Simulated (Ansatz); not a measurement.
**Si₃H (doublet): wave-function methods side by side, cc-pVDZ**

Aim: climb from Hartree-Fock through coupled cluster and multireference methods for Si₃H (doublet) at one geometry and basis, and see what each rung misses.

Computed with Ansatz 0.2.0, Gaussian basis. Level: cc-pVDZ, core rule «outside noble gas», up to 15 orbitals frozen.

To be run: UHF; CCSD(T) on ROHF; CCSD(T) on UHF; BCCD(T) on ROHF; CISD; CCSDT(Q) on ROHF; CCSDT(Q) on UHF; CASSCF and MRCISD+Q, 9 electrons in 9 orbitals; CASSCF and NEVPT2, 9 electrons in 9 orbitals.

33 further runs of the same task are left out: 23 that didn't finish, 10 set aside as unsound or not needed.

### Step 1. The system

The geometry is a PBE0/def2-TZVP stationary point (not a proven minimum) of the parent state, kept for this charge and spin.

4 atoms, charge 0, spin multiplicity 2.

Atoms are counted from 1 here; the program's logs count them from 0.

Bond lengths: Si1–Si2 2.280 Å, Si2–Si3 2.280 Å, Si2–H4 1.550 Å. Angles: Si1–Si2–Si3 164.3°, Si1–Si2–H4 82.1°, Si3–Si2–H4 82.1°.

### Step 2. UHF

in.yaml

```yaml
crystal:
  periodic: [false, false, false]
  atoms:
    - {symbol: Si, position_ang: [0.000000, 0.088052, 2.258518]}
    - {symbol: Si, position_ang: [0.000000, -0.223700, 0.000000]}
    - {symbol: Si, position_ang: [0.000000, 0.088052, -2.258518]}
    - {symbol: H, position_ang: [0.000000, 1.326212, 0.000000]}
basis:
  gaussian: {orbitals: cc-pVDZ}
magnetization: {spin_polarized: true, initial_magnetization: 1}
hamiltonian: {xc: hf}
output: {orbitals: {seedname: orbitals}}
```

Command:

```bash
ansatz run in.yaml --threads 1 --pin off --events-out ev --progress --plain --max-ram 2393MiB
```

After this run come: CCSD(T) on ROHF; CCSD(T) on UHF; BCCD(T) on ROHF; CISD; CCSDT(Q) on ROHF; CCSDT(Q) on UHF; CASSCF and MRCISD+Q, 9 electrons in 9 orbitals; CASSCF and NEVPT2, 9 electrons in 9 orbitals.

**Question.** What will the summary of the whole plan be? Wanted: RCCSDT(Q) below the RHF energy; RMP2 from RCCSDT(Q); UMP2 from RCCSDT(Q); RCCSD from RCCSDT(Q); RCCSD(T) from RCCSDT(Q); UCCSD(T) from RCCSDT(Q); UCCSDT(Q) from RCCSDT(Q); NEVPT2 frontier from RCCSDT(Q); T1 diagnostic.

The runs gave:

| quantity | value |
| --- | --- |
| RCCSDT(Q) below the RHF energy | -8.6238 eV |
| RMP2 from RCCSDT(Q) | +166.9 kJ/mol |
| UMP2 from RCCSDT(Q) | +208.4 kJ/mol |
| RCCSD from RCCSDT(Q) | +56.0 kJ/mol |
| RCCSD(T) from RCCSDT(Q) | +10.0 kJ/mol |
| UCCSD(T) from RCCSDT(Q) | +12.8 kJ/mol |
| UCCSDT(Q) from RCCSDT(Q) | -0.7 kJ/mol |
| NEVPT2 frontier from RCCSDT(Q) | +151.2 kJ/mol |
| levels within 1 kcal/mol (43 meV) | UCCSDT, UCCSDT(Q) |
| T1 diagnostic | 0.041 |

What this shows: RCCSD(T) lands +10.0 kJ/mol from the yardstick (1.2 % of the correlation energy). CCSD(T) misses by +10.0 kJ/mol on the restricted determinant and by +12.8 kJ/mol on the unrestricted one; the two need not hold the same state or core. Coupled cluster took another determinant than the lowest Hartree-Fock one. These misses are within one basis, not against nature; the frozen cores of restricted and unrestricted runs differ, which can shift their rows.
